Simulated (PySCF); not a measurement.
# Telling isomers of C5H7F apart by NMR

All values are calculated (PySCF 2.14.0 with density-fitted response routines): PBE0/pcSseg-1 with gauge-including orbitals, J couplings at B3LYP/pcJ-1 (spin–dipole term left out of most H,H and C,H couplings), geometry from GFN2-xTB. No solvent, relativity neglected, single conformer, rapidly exchanging positions averaged.

Shifts are taken against calculated references (same method and geometry level): ¹H (σref 31.72) and ¹³C (σref 186.93) against TMS. Multiplet labels drop J under 1 Hz and among equivalent protons, and merge close values. Unscaled 3J(H,H) run several per cent high. Splittings of carbon signals by F and P are missing where no couplings were computed. Where no couplings were computed, multiplicities follow the n + 1 count of equivalent neighbours, and m marks all less simple cases (inequivalent or close neighbours, rings, F or P nearby). One-bond C–F couplings are unscaled and too large by tens of Hz. Shifts are as computed. Against solution values, carbons near 30 ppm lie about +3 ppm off and those near 130 ppm about +5 ppm. Of 1211 compounds with measured shifts, 218 miss one by over three times the rms of a fit or turn the order of signals round; such compounds aren't used in these exercises.

(1) Tabulate the signals of `CC1=C[C@]1(C)F`, `C[C@H](F)C1=CC1` and their relative energies.

(2) What is the quickest way to tell CC1=C[C@]1(C)F from C[C@H](F)C1=CC1?

Answers

(1) 
```json
{"SMILES": "CC1=C[C@]1(C)F", "carbon types": "2×C 1×CH 2×CH3", "δC": "145.0, 126.5, 75.9, 23.5, 11.8", "δH": "7.35 (dq, 1H), 2.37 (dd, 3H), 1.66 (d, 3H)", "E rel. (kcal/mol)": "0.0"}
{"SMILES": "C[C@H](F)C1=CC1", "carbon types": "1×C 2×CH 1×CH2 1×CH3", "δC": "130.7, 114.5, 86.9, 22.5, 9.7", "δH": "7.04 (m, 1H), 5.73 (m, 1H), 1.70 (m, 3H), 1.37 (m, 1H), 1.09 (m, 1H)", "E rel. (kcal/mol)": "12.7"}
```

Energies are electronic energies at PBE0/pcSseg-1 on these geometries, without zero-point or thermal terms, each for the one conformer computed, which needn't be the lowest.

(2) Both give the same number of carbon signals, but DEPT or the intensities differ. The first has a three-membered-ring carbon (C) at 75.9 ppm, the second a three-membered-ring carbon (CH2) at 9.7 ppm. Their most deshielded carbons lie at 145.0 and 130.7 ppm.
